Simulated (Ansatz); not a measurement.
# CH₂OS (built from SMILES OC=S): functionals against CCSD(T) at one geometry

Aim: energy, forces and dipole at a displaced guess of a reacting structure, from CCSD(T) and from density functionals.

Method: single points in def2-TZVPP; program: Ansatz 0.2.0, Gaussian basis.

Correlated methods freeze the cores.

## (1) Where the work starts

5 atoms, charge 0, spin multiplicity 1.

Atoms are counted from 1 here; the program's logs count them from 0.

Bond lengths: H1–O2 1.264 Å, H1–S5 1.648 Å, O2–C3 1.330 Å, C3–H4 1.104 Å, C3–S5 1.673 Å. Angles: O2–H1–S5 108.8°, H1–O2–C3 83.8°, O2–C3–H4 124.3°, O2–C3–S5 104.3°, H4–C3–S5 131.4°, H1–S5–C3 62.9°.

Geometry (Å):

```
atom    x (Å)    y (Å)    z (Å)
  H1   0.5898  -0.8276   0.6849
  O2   0.3583  -0.9133  -0.5550
  C3  -0.1966   0.2832  -0.3869
  H4  -0.7000   0.8539  -1.1871
  S5   0.1031   0.6545   1.2161
```

## (2) CCSD(T)/def2-TZVPP

File run/in.yaml:

```yaml
crystal:
  periodic: [false, false, false]
  atoms:
    - {symbol: H, position_ang: [0.589800, -0.827600, 0.684900]}
    - {symbol: O, position_ang: [0.358300, -0.913300, -0.555000]}
    - {symbol: C, position_ang: [-0.196600, 0.283200, -0.386900]}
    - {symbol: H, position_ang: [-0.700000, 0.853900, -1.187100]}
    - {symbol: S, position_ang: [0.103100, 0.654500, 1.216100]}
basis:
  gaussian: {orbitals: def2-TZVPP}
correlation: {method: ccsd_t}
output: {forces: true}
```

No record of the launch command was kept for these runs.

## (3) PBE0-D4/def2-TZVPP

run/in.yaml: that of step 2 with these lines changed.

```diff
@@ -10,3 +10,3 @@
   gaussian: {orbitals: def2-TZVPP}
-correlation: {method: ccsd_t}
-output: {forces: true}
+hamiltonian: {xc: pbe0, dispersion: d4}
+output: {forces: true, orbitals: {seedname: orbitals}}
```

## (4) wB97M-V/def2-TZVPP

run/in.yaml: that of step 3 with these lines changed.

```diff
@@ -10,3 +10,3 @@
   gaussian: {orbitals: def2-TZVPP}
-hamiltonian: {xc: pbe0, dispersion: d4}
-output: {forces: true, orbitals: {seedname: orbitals}}
+hamiltonian: {xc: {name: wB97M-V}}
+output: {forces: true}
```

## (5) r2SCAN-D4/def2-TZVPP

run/in.yaml: that of step 4 with these lines changed.

```diff
@@ -10,3 +10,3 @@
   gaussian: {orbitals: def2-TZVPP}
-hamiltonian: {xc: {name: wB97M-V}}
+hamiltonian: {xc: r2scan, dispersion: d4}
 output: {forces: true}
```

## (6) PBE-D4/def2-TZVPP

run/in.yaml: that of step 5 with these lines changed.

```diff
@@ -10,3 +10,3 @@
   gaussian: {orbitals: def2-TZVPP}
-hamiltonian: {xc: r2scan, dispersion: d4}
+hamiltonian: {xc: pbe, dispersion: d4}
 output: {forces: true}
```

## (7) BHLYP-D4/def2-TZVPP

run/in.yaml: that of step 6 with these lines changed.

```diff
@@ -10,3 +10,3 @@
   gaussian: {orbitals: def2-TZVPP}
-hamiltonian: {xc: pbe, dispersion: d4}
+hamiltonian: {xc: {name: BHLYP}, dispersion: d4}
 output: {forces: true}
```

## (8) SPW92/def2-TZVPP

run/in.yaml: that of step 7 with these lines changed.

```diff
@@ -10,3 +10,3 @@
   gaussian: {orbitals: def2-TZVPP}
-hamiltonian: {xc: {name: BHLYP}, dispersion: d4}
+hamiltonian: {xc: lda}
 output: {forces: true}
```

(Steps that only read results are left out.)

Before running it: what results should come out? Wanted: energy less free atoms, CCSD(T)/def2-TZVPP; RMS force component; RMS force error; HOMO and LUMO, PBE0-D4; T1 diagnostic.

As calculated:

| quantity | value |
| --- | --- |
| energy less free atoms, CCSD(T)/def2-TZVPP | -1645.4 kJ/mol |
| RMS force component | 1.011 to 1.369 eV/Å over the methods |
| RMS force error | PBE0-D4 0.299, wB97M-V 0.264, r2SCAN-D4 0.127, PBE-D4 0.180, BHLYP-D4 0.535, SPW92 0.304 eV/Å |
| HOMO and LUMO, PBE0-D4 | -7.47 and -2.14 eV |
| T1 diagnostic | 0.023 |

In words: Against CCSD(T) the functionals' energies less atoms differ by -460.9 to +70.5 kJ/mol, PBE-D4 by -175.2 kJ/mol. A larger basis would deepen the CCSD(T) value, while the functionals are nearly converged already, so the order here is not reliable. On forces the order runs from r2SCAN-D4 to BHLYP-D4. Frozen-core CCSD(T) forces in triple zeta carry basis errors of their own, and this is one geometry, so small gaps rank nothing.
